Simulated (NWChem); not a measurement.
System: SiH4; SMILES [SiH4]

The following NWChem deck was run.

```
start job
memory heap 200 mb stack 900 mb global 1100 mb
geometry units angstroms
  Si     0.000000     0.000000     0.000000
  H     -0.861779     0.861779     0.861806
  H      0.861779    -0.861779     0.861806
  H      0.861779     0.861779    -0.861806
  H     -0.861779    -0.861779    -0.861806
end
basis spherical
  * library def2-svp
end
dft
  xc xcamb88 1.00 lyp 0.81 vwn_5 0.19 hfexch 1.00
  cam 0.33 cam_alpha 0.19 cam_beta 0.46
  iterations 150
end
driver
  maxiter 120
end
task dft optimize
task dft freq
```

The level has its own optimisation; frequencies are unscaled.

Problem. Give the results of this calculation. (CAM-B3LYP/def2-SVP.) Quantities: r H–Si (Å); highest harmonic frequency (cm⁻¹); lowest (cm⁻¹); zero-point energy (kcal/mol).

Solution. 
```
Quantity                           Value
---------------------------------  -----
r H–Si (Å)                         1.487
highest harmonic frequency (cm⁻¹)   2271
lowest (cm⁻¹)                        927
zero-point energy (kcal/mol)        19.8
```
